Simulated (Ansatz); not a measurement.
Al$_{2}$H, doublet along the distance Al1-Al2

Starting geometry (PBE0/def2-TZVP stationary point for this spin, not checked as a minimum):

```yaml
atoms:
  - { symbol: Al, position_ang: [0.0000, 0.0000, 0.3526] }
  - { symbol: Al, position_ang: [0.0000, 0.0000, -2.3244] }
  - { symbol: H, position_ang: [0.0000, 0.0000, 1.9718] }
```

From there Al2 moves along the line of the two atoms named below, all else staying in place; atoms are numbered as listed. Energies are in kcal/mol, counted from the starting geometry at the same level.

Basis 6-31G; Ansatz 0.2.0. Correlated methods freeze the noble-gas cores. R marks a restricted (for open shells ROHF) determinant. Active spaces: valence = (7e, 9o) chosen from the atoms' valence shells.

Runs in a small pair space aren't shown, since their orbitals change along the scan.

Full CI is exact within this basis and frozen core; it isn't the basis-set limit.

```
distance Al1-Al2 (Å)  full CI  unpaired electrons (full CI)  error RHF  error RMP2  error RCCSD  error BCCD(T)  error RCCSDTQ  error MRCISD (valence space)
               2.187     30.6                          1.17       -2.0        -0.5         -0.2            0.0            0.0                           0.0
               2.462      6.2                          1.12       -1.2        -0.4         -0.2           -0.1            0.0                           0.0
               2.677      0.0                          1.12        0.0         0.0          0.0            0.0            0.0                           0.0
               2.934     -0.3                          1.13        1.4         0.7          0.2            0.1            0.0                           0.0
               3.331      4.6                          1.15       -0.3         2.2         -0.2            0.2            0.0                           0.1
               3.672      8.5                          1.14       -3.0         0.9         -0.8           -0.1            0.0                           0.3
               4.389     12.1                          1.11       -5.1        -0.2         -1.5           -0.5            0.0                           0.1
               5.011     13.2                          1.11       -5.5        -0.2         -1.6           -0.6            0.0                           0.0
               5.770     13.8                          1.11       -5.6        -0.2         -1.6           -0.6            0.0                           0.0
               7.310     14.3                          1.11       -5.7        -0.2         -1.6           -0.6            0.0                           0.0
               9.311     14.4                          1.11       -5.7        -0.2         -1.6           -0.6            0.0                           0.0
```

Unpaired electrons are Σ n²(2−n)² over natural occupations. Errors are those of relative energies. In total energy the starting point itself misses full CI by: RHF 53.1, RMP2 18.8, RCCSD 2.0, BCCD(T) 0.7, RCCSDTQ 0.0, MRCISD (valence space) 0.3 kcal/mol.

Spread of the error over the points with a reference, to 9.311 Å (largest less smallest): RCCSDTQ 0.0, MRCISD (valence space) 0.3, BCCD(T) 0.7, RCCSD 1.9, RMP2 2.6, RHF 7.1 kcal/mol.

Going outwards, the relative energy of RHF first misses by more than 1.0 kcal/mol at 2.934 Å.

Going outwards, the relative energy of RMP2 first misses by more than 1.0 kcal/mol at 3.331 Å.
